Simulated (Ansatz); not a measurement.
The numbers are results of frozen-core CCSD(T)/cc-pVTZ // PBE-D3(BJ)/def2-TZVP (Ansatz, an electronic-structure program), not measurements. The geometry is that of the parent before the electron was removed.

Ansatz 0.2 input:
```yaml
crystal:
  periodic: [false, false, false]
  atoms:
    - { symbol: C, position_ang: [-0.543884, -0.02354, -0.40644] }
    - { symbol: C, position_ang: [0.769747, 0.033386, -0.438368] }
    - { symbol: O, position_ang: [1.939036, 0.084022, -0.46654] }
    - { symbol: H, position_ang: [-1.127155, 0.876556, -0.584298] }
    - { symbol: H, position_ang: [-1.03775, -0.970427, -0.202677] }
basis:
  gaussian: { orbitals: cc-pVTZ }
correlation:
  method: ccsd_t
total_charge: 1
magnetization:
  spin_polarized: true
  initial_magnetization: 1
```

Output:

```
Functional definition: HF
692 factors; integrals over basis functions are off by at most 1.2e-3 eV
mean field evaluation 1: about -4117.3278 eV, gradient 3.3e1 eV
mean field evaluation 2: about -4117.3300 eV, gradient 3.3e1 eV
mean field evaluation 4: about -4121.4864 eV, gradient 3.6e0 eV
mean field evaluation 8: about -4121.6370 eV, gradient 4.5e-1 eV
mean field evaluation 16: about -4121.6575 eV, gradient 2.7e-6 eV
mean field evaluation 32: about -4121.0363 eV, gradient 6.7e0 eV
mean field -4121.65749849 eV, -151.4681193096 hartree, gradient 2.7e-6 eV, S^2 0.849671; 1 other end points of the search recorded, 0 dependent functions left out
3 core orbitals not correlated
reference -4121.65749849 eV, -151.4681193096 hartree; 8, 7 occupied and 107, 108 virtual orbitals, 692 factors
second order -13.37849076 eV of doubles, -0.00000000 eV of singles
cycle   1  -13.24202661 eV  change    1.4e-1 eV  update   1.1e-1
cycle   2  -13.72238328 eV  change   -4.8e-1 eV  update   4.2e-2
cycle   3  -13.89489110 eV  change   -1.7e-1 eV  update   2.7e-2
cycle   4  -13.89983044 eV  change   -4.9e-3 eV  update   1.1e-2
cycle   5  -13.90244647 eV  change   -2.6e-3 eV  update   5.3e-3
cycle   6  -13.90441849 eV  change   -2.0e-3 eV  update   2.0e-3
cycle   7  -13.90483149 eV  change   -4.1e-4 eV  update   8.9e-4
cycle   8  -13.90531520 eV  change   -4.8e-4 eV  update   4.0e-4
cycle   9  -13.90524184 eV  change    7.3e-5 eV  update   1.5e-4
cycle  10  -13.90518644 eV  change    5.5e-5 eV  update   6.6e-5
cycle  11  -13.90524553 eV  change   -5.9e-5 eV  update   2.9e-5
cycle  12  -13.90522527 eV  change    2.0e-5 eV  update   1.2e-5
cycle  13  -13.90523381 eV  change   -8.5e-6 eV  update   5.1e-6
perturbative correction -0.65370880 eV, -0.0240233553 hartree
Total energy: -4136.21644110 eV, -152.0031505822 hartree
```

Cost: roughly 30 core-seconds.
